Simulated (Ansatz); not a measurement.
**Several solutions for singlet O₄ in separate pieces**

```xyz
4

O     0.0000    0.0000    0.0000
O     0.0000    0.0000    1.2100
O     0.0000    0.0000    6.0000
O     0.0000    0.0000    7.2100
```

Basis set: def2-SVP (spherical functions). Charge 0, multiplicity 1.

UHF was run from several starts with Ansatz (development build ahead of 0.2.0).

```csv
run,program,start,converged,energy (hartree),<S²>
A,Ansatz,stability test followed,yes,-298.92708,2.03
B,Ansatz,"atomic start, no search",yes,-298.80902,0.00
C,Ansatz,search for the lowest state,yes,-298.97976,2.07
```

Q: Which runs reached the lowest solution of this kind, and what is wrong with the others?

A: C reached the lowest solution found. Converged but too high: A by 1.43 eV, B by 4.65 eV. Convergence only shows a stationary point, and even a stable one can lie too high; stability tests and further starts are what find lower ones. Caution: the unrestricted determinant is a mixture of spin states.
